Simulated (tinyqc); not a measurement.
Worked calculation: RKS/PBE0 in the sto-3g basis, for H2O, spin multiplicity 1. One step of it, computed by the program tinyqc.

Task: Iteration 1: building the Kohn-Sham matrix. J_ij = sum D_kl (ij|kl), K_ij = sum D_kl (ik|jl); F = H + J - 0.125 K + V_xc; E = tr D H + tr D J / 2 - 0.0625 tr D K + E_xc + E_nn.

D at the start:
```
            1O 1s      1O 2s    1O 2px     1O 2py     1O 2pz      2H 1s      3H 1s
1O 1s    0.015655  -0.081978  0.000000   0.000000   0.134158   0.055941   0.055941
1O 2s   -0.081978   0.487493  0.000000   0.000000  -0.497204  -0.526126  -0.526126
1O 2px   0.000000   0.000000  2.000000   0.000000   0.000000   0.000000   0.000000
1O 2py   0.000000   0.000000  0.000000   2.285852   0.000000  -0.618047   0.618047
1O 2pz   0.134158  -0.497204  0.000000   0.000000   1.874083  -0.343226  -0.343226
2H 1s    0.055941  -0.526126  0.000000  -0.618047  -0.343226   2.470410  -0.202183
3H 1s    0.055941  -0.526126  0.000000   0.618047  -0.343226  -0.202183   2.470410
```

core Hamiltonian H = T + V (hartree):
```
             1O 1s      1O 2s     1O 2px     1O 2py     1O 2pz      2H 1s      3H 1s
1O 1s   -32.488975  -7.557903   0.000000   0.000000  -0.012228  -0.951204  -0.951204
1O 2s    -7.557903  -9.115455   0.000000   0.000000  -0.151791  -2.369648  -2.369648
1O 2px    0.000000   0.000000  -7.275053   0.000000   0.000000   0.000000   0.000000
1O 2py    0.000000   0.000000   0.000000  -7.359551   0.000000  -1.397097   1.397097
1O 2pz   -0.012228  -0.151791   0.000000   0.000000  -7.330871  -1.171651  -1.171651
2H 1s    -0.951204  -2.369648   0.000000  -1.397097  -1.171651  -4.196164  -0.801337
3H 1s    -0.951204  -2.369648   0.000000   1.397097  -1.171651  -0.801337  -4.196164
```

Two-electron integrals (ij|kl) in chemists' order, unique and non-zero (hartree):
```
(11|11) 4.785065    (21|11) 0.741380    (21|21) 0.136873    (22|11) 1.118947
(22|21) 0.256633    (22|22) 0.817206    (31|31) 0.024477    (32|31) 0.037809
(32|32) 0.180518    (33|11) 1.115814    (33|21) 0.256684    (33|22) 0.817023
(33|33) 0.880159    (41|41) 0.024477    (42|41) 0.037809    (42|42) 0.180518
(43|43) 0.047444    (44|11) 1.115814    (44|21) 0.256684    (44|22) 0.817023
(44|33) 0.785270    (44|44) 0.880159    (51|51) 0.024477    (52|51) 0.037809
(52|52) 0.180518    (53|53) 0.047444    (54|54) 0.047444    (55|11) 1.115814
(55|21) 0.256684    (55|22) 0.817023    (55|33) 0.785270    (55|44) 0.785270
(55|55) 0.880159    (61|11) 0.093485    (61|21) 0.017133    (61|22) 0.031986
(61|33) 0.031924    (61|41) 0.000597    (61|42) 0.001130    (61|44) 0.032038
(61|51) 0.000485    (61|52) 0.000918    (61|54) 0.000093    (61|55) 0.032000
(61|61) 0.002171    (62|11) 0.255040    (62|21) 0.059350    (62|22) 0.212727
(62|33) 0.208929    (62|41) 0.003447    (62|42) 0.027701    (62|44) 0.215662
(62|51) 0.002802    (62|52) 0.022515    (62|54) 0.005473    (62|55) 0.213377
(62|61) 0.007589    (62|62) 0.071878    (63|31) 0.005863    (63|32) 0.035376
(63|43) 0.005570    (63|53) 0.004527    (63|63) 0.009633    (64|11) 0.151729
(64|21) 0.035732    (64|22) 0.136771    (64|33) 0.130754    (64|41) 0.007662
(64|42) 0.051988    (64|44) 0.145960    (64|51) 0.001462    (64|52) 0.013502
(64|54) 0.007832    (64|55) 0.133440    (64|61) 0.004745    (64|62) 0.056223
(64|64) 0.053128    (65|11) 0.123320    (65|21) 0.029042    (65|22) 0.111163
(65|33) 0.106273    (65|41) 0.001462    (65|42) 0.013502    (65|44) 0.109577
(65|51) 0.007052    (65|52) 0.046350    (65|54) 0.008256    (65|55) 0.117510
(65|61) 0.003856    (65|62) 0.045696    (65|64) 0.035351    (65|65) 0.038365
(66|11) 0.430818    (66|21) 0.101841    (66|22) 0.420741    (66|33) 0.404998
(66|41) 0.006868    (66|42) 0.078136    (66|44) 0.433142    (66|51) 0.005582
(66|52) 0.063506    (66|54) 0.022874    (66|55) 0.423590    (66|61) 0.013095
(66|62) 0.188897    (66|64) 0.168759    (66|65) 0.137161    (66|66) 0.774606
(71|11) 0.093485    (71|21) 0.017133    (71|22) 0.031986    (71|33) 0.031924
(71|41) -0.000597   (71|42) -0.001130   (71|44) 0.032038    (71|51) 0.000485
(71|52) 0.000918    (71|54) -0.000093   (71|55) 0.032000    (71|61) 0.002140
(71|62) 0.007360    (71|64) 0.004254    (71|65) 0.003744    (71|66) 0.012620
(71|71) 0.002171    (72|11) 0.255040    (72|21) 0.059350    (72|22) 0.212727
(72|33) 0.208929    (72|41) -0.003447   (72|42) -0.027701   (72|44) 0.215662
(72|51) 0.002802    (72|52) 0.022515    (72|54) -0.005473   (72|55) 0.213377
(72|61) 0.007360    (72|62) 0.056670    (72|64) 0.030978    (72|65) 0.034987
(72|66) 0.119222    (72|71) 0.007589    (72|72) 0.071878    (73|31) 0.005863
(73|32) 0.035376    (73|43) -0.005570   (73|53) 0.004527    (73|63) 0.007303
(73|73) 0.009633    (74|11) -0.151729   (74|21) -0.035732   (74|22) -0.136771
(74|33) -0.130754   (74|41) 0.007662    (74|42) 0.051988    (74|44) -0.145960
(74|51) -0.001462   (74|52) -0.013502   (74|54) 0.007832    (74|55) -0.133440
(74|61) -0.004254   (74|62) -0.030978   (74|64) -0.010077   (74|65) -0.018785
(74|66) -0.060450   (74|71) -0.004745   (74|72) -0.056223   (74|74) 0.053128
(75|11) 0.123320    (75|21) 0.029042    (75|22) 0.111163    (75|33) 0.106273
(75|41) -0.001462   (75|42) -0.013502   (75|44) 0.109577    (75|51) 0.007052
(75|52) 0.046350    (75|54) -0.008256   (75|55) 0.117510    (75|61) 0.003744
(75|62) 0.034987    (75|64) 0.018785    (75|65) 0.028591    (75|66) 0.080004
(75|71) 0.003856    (75|72) 0.045696    (75|74) -0.035351   (75|75) 0.038365
(76|11) 0.078325    (76|21) 0.018415    (76|22) 0.072350    (76|33) 0.070582
(76|44) 0.071935    (76|51) 0.001314    (76|52) 0.012911    (76|55) 0.074454
(76|61) 0.002332    (76|62) 0.024690    (76|64) 0.016884    (76|65) 0.017682
(76|66) 0.069952    (76|71) 0.002332    (76|72) 0.024690    (76|74) -0.016884
(76|75) 0.017682    (76|76) 0.011019    (77|11) 0.430818    (77|21) 0.101841
(77|22) 0.420741    (77|33) 0.404998    (77|41) -0.006868   (77|42) -0.078136
(77|44) 0.433142    (77|51) 0.005582    (77|52) 0.063506    (77|54) -0.022874
(77|55) 0.423590    (77|61) 0.012620    (77|62) 0.119222    (77|64) 0.060450
(77|65) 0.080004    (77|66) 0.279999    (77|71) 0.013095    (77|72) 0.188897
(77|74) -0.168759   (77|75) 0.137161    (77|76) 0.069952    (77|77) 0.774606
```

nuclear repulsion = 7.27123699 hartree

V_xc (hartree):
```
            1O 1s      1O 2s     1O 2px     1O 2py     1O 2pz      2H 1s      3H 1s
1O 1s   -0.633643  -0.171313   0.000000   0.000000  -0.001698  -0.021154  -0.021154
1O 2s   -0.171313  -0.584742   0.000000   0.000000   0.029355  -0.150549  -0.150549
1O 2px   0.000000   0.000000  -0.584207   0.000000   0.000000   0.000000   0.000000
1O 2py   0.000000   0.000000   0.000000  -0.594250   0.000000  -0.103240   0.103240
1O 2pz  -0.001698   0.029355   0.000000   0.000000  -0.578253  -0.078493  -0.078493
2H 1s   -0.021154  -0.150549   0.000000  -0.103240  -0.078493  -0.420972  -0.051832
3H 1s   -0.021154  -0.150549   0.000000   0.103240  -0.078493  -0.051832  -0.420972
```

E_xc = sum of w rho eps_xc = -4.08731086 hartree

Give: Coulomb J; exchange K; Kohn-Sham matrix F; total energy of this density.

Result:

Coulomb J (hartree):
```
         1O 1s   1O 2s  1O 2px  1O 2py  1O 2pz  2H 1s   3H 1s
1O 1s    8.409   1.942   0.000   0.000  -0.023  0.242   0.242
1O 2s    1.942   6.525   0.000   0.000  -0.005  1.841   1.841
1O 2px   0.000   0.000   6.471   0.000   0.000  0.000   0.000
1O 2py   0.000   0.000   0.000   6.581   0.000  1.249  -1.249
1O 2pz  -0.023  -0.005   0.000   0.000   6.518  1.023   1.023
2H 1s    0.242   1.841   0.000   1.249   1.023  4.551   0.690
3H 1s    0.242   1.841   0.000  -1.249   1.023  0.690   4.551
```

exchange K (hartree):
```
         1O 1s   1O 2s  1O 2px  1O 2py  1O 2pz  2H 1s   3H 1s
1O 1s    0.163   0.227   0.000   0.000  -0.022  0.034   0.034
1O 2s    0.227   1.269   0.000   0.000  -0.584  0.372   0.372
1O 2px   0.000   0.000   1.991   0.000   0.000  0.000   0.000
1O 2py   0.000   0.000   0.000   2.065   0.000  0.418  -0.418
1O 2pz  -0.022  -0.584   0.000   0.000   1.835  0.197   0.197
2H 1s    0.034   0.372   0.000   0.418   0.197  1.598   0.162
3H 1s    0.034   0.372   0.000  -0.418   0.197  0.162   1.598
```

Kohn-Sham matrix F (hartree):
```
          1O 1s   1O 2s  1O 2px  1O 2py  1O 2pz   2H 1s   3H 1s
1O 1s   -24.734  -5.816   0.000   0.000  -0.034  -0.735  -0.735
1O 2s    -5.816  -3.334   0.000   0.000  -0.054  -0.725  -0.725
1O 2px    0.000   0.000  -1.637   0.000   0.000   0.000   0.000
1O 2py    0.000   0.000   0.000  -1.631   0.000  -0.304   0.304
1O 2pz   -0.034  -0.054   0.000   0.000  -1.620  -0.252  -0.252
2H 1s    -0.735  -0.725   0.000  -0.304  -0.252  -0.266  -0.184
3H 1s    -0.735  -0.725   0.000   0.304  -0.252  -0.184  -0.266
```

total energy of this density = -28.71217 hartree
